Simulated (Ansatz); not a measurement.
A single point on `C#CCCF`.

```yaml
crystal:
  periodic: [false, false, false]
  atoms:
    - {symbol: C, position_ang: [-2.061590, 0.812510, -0.554342]}
    - {symbol: C, position_ang: [-1.146377, 0.154320, -0.144445]}
    - {symbol: C, position_ang: [-0.026357, -0.624435, 0.353324]}
    - {symbol: C, position_ang: [1.319688, 0.029618, 0.108038]}
    - {symbol: F, position_ang: [1.588555, 0.081051, -1.242298]}
    - {symbol: H, position_ang: [-2.874021, 1.392775, -0.922680]}
    - {symbol: H, position_ang: [-0.136557, -0.777605, 1.432917]}
    - {symbol: H, position_ang: [-0.027652, -1.616918, -0.108585]}
    - {symbol: H, position_ang: [2.111856, -0.554230, 0.586111]}
    - {symbol: H, position_ang: [1.335454, 1.051814, 0.495160]}
basis:
  gaussian: {orbitals: def2-TZVPP}
hamiltonian: {xc: pbe}
correlation: {method: rpa}
```

```sh
$ ansatz run in.yaml --threads 4 --pin off --events-out ev --progress --plain
```

Output, abridged:

```
Functional definition: PBE
1357 factors; integrals over basis functions are off by at most 1.1e-3 eV
mean field evaluation 1: about -6927.8759 eV, gradient 6.7e1 eV
mean field evaluation 2: about -6927.8674 eV, gradient 6.7e1 eV
mean field evaluation 4: about -6937.2053 eV, gradient 2.6e1 eV
mean field evaluation 8: about -6938.7846 eV, gradient 6.7e-1 eV
mean field evaluation 16: about -6938.7855 eV, gradient 3.5e-4 eV
mean field -6938.78549856 eV, -254.9956637944 hartree, gradient 4.6e-6 eV, S^2 0.000000; 0 other end points of the search recorded, 0 dependent functions left out
5 core orbitals not correlated: weight in the atoms' cores, before any rotation towards them, 1.000 or more for the frozen orbitals, at most 0.000 for the correlated occupied ones
reference -6906.39265730 eV, -253.8052488349 hartree; 14, 14 occupied and 206, 206 virtual orbitals, 1357 factors
Total energy: -6944.88668001 eV, -255.2198780773 hartree
```

Hardware: 4 threads of a server CPU on a shared host. Wall time 4.2 s, peak host memory 0.51 GiB.
